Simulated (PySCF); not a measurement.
Gas-phase reaction: 3 CH3SiHCl2 = 2 SiCl + CH3Cl + SiHCl3 + 2 CH4. Level: M06-2X/def2-TZVP†; standard pressure 1 bar.

Method: PySCF energies plus ideal-gas RRHO corrections (1 bar). † marks an energy on the PBE0/def2-TZVP geometry and frequencies. Open shells (unrestricted): SiCl (multiplicity 2, electronic degeneracy 4); the rest are closed-shell singlets. Spin-orbit splitting is ignored; it lowers the true energy and changes the entropy of SiCl. The harmonic model lacks anharmonicity and excited electronic states, which grow with temperature; levels with a mode under 35 cm⁻¹ are left out. Internal rotation in CH3SiHCl2 is treated as a harmonic vibration of one conformer, which makes the entropy rough.

| T (K) | 1000/T (1/K) | log10 K |
|---|---|---|
| 1000 | 1.0000 | -18.29 |
| 1200 | 0.8333 | ? |
| 1400 | 0.7143 | -7.76 |
| 1600 | 0.6250 | -4.54 |
| 1800 | 0.5556 | -2.07 |
| 2000 | 0.5000 | -0.12 |

Task: Fit log10 K = a + b·(1000/T) to the five rows, get the mean ΔH° and ΔS°, and predict log10 K at 1200 K.

Result: Means: 1000/T = 0.6790, log10 K = -6.556. Sums of products about the means: Sxy = -5.62360, Sxx = 0.154472, so b = Sxy/Sxx = -36.41 and a = -6.556 − (-36.41)×0.6790 = 18.17.
ΔH° = −R ln 10 × 1000 K × b = −19.145 × (-36.41) = 697 kJ; ΔS° = R ln 10 × a = 348 J/K. The run's own values go from 714 kJ and 364 J/K at 1000 K to 667 kJ and 331 J/K at 2000 K.
Prediction at 1200 K: 18.17 + (-36.41)×0.8333 = -12.17. The computed value is -12.11, 0.06 from the line.
For scale, ΔH°(298 K) is 743 kJ at this level, 753 kJ at ωB97M-V/def2-TZVP†, and runs from 613 to 819 kJ over the 20 levels computed.
